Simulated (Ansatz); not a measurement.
`BC=O` and `NC=O` differ in one atom or group.

Ansatz, PBE0-D4/def2-TZVP geometries, multiplicity 1. Each molecule was computed in one conformer, which needn't be the lowest.

```tsv
property	`BC=O`
ideal-gas entropy at 298 K and 1 bar (rigid rotor, harmonic PBE0-D4/def2-TZVP) / J/(mol·K)	268
size of the dipole moment (B3LYP/def2-TZVPP) / D	2.10
HOMO–LUMO gap (B3LYP/def2-TZVPP) / eV	5.82
size of the dipole moment (ωB97M-V/def2-TZVPP) / D	2.14
HOMO–LUMO gap (PBE0/def2-TZVPP) / eV	6.31
HOMO–LUMO gap (PBE/def2-TZVPP) / eV	3.70
```

**Question.** What does the change do to each property? (Best estimate.)

**Answer.** The calculation gave: 
| property | `NC=O` | shift |
| --- | --- | --- |
| ideal-gas entropy at 298 K and 1 bar (rigid rotor, harmonic PBE0-D4/def2-TZVP) / J/(mol·K) | 257 | -11 |
| size of the dipole moment (B3LYP/def2-TZVPP) / D | 3.95 | 1.85 |
| HOMO–LUMO gap (B3LYP/def2-TZVPP) / eV | 7.65 | 1.83 |
| size of the dipole moment (ωB97M-V/def2-TZVPP) / D | 3.96 | 1.82 |
| HOMO–LUMO gap (PBE0/def2-TZVPP) / eV | 8.19 | 1.88 |
| HOMO–LUMO gap (PBE/def2-TZVPP) / eV | 5.39 | 1.69 |

With PBE0 the HOMO rises by 0.21 eV and the LUMO rises by 2.08 eV, so the gap widens by about 1.87 eV. PBE moves the HOMO by 0.48 eV and ωB97M-V by 0.10 eV. Dipoles are sizes alone; their direction can turn.

B3LYP here is the variant with VWN-RPA as its local correlation; programs differ in this.
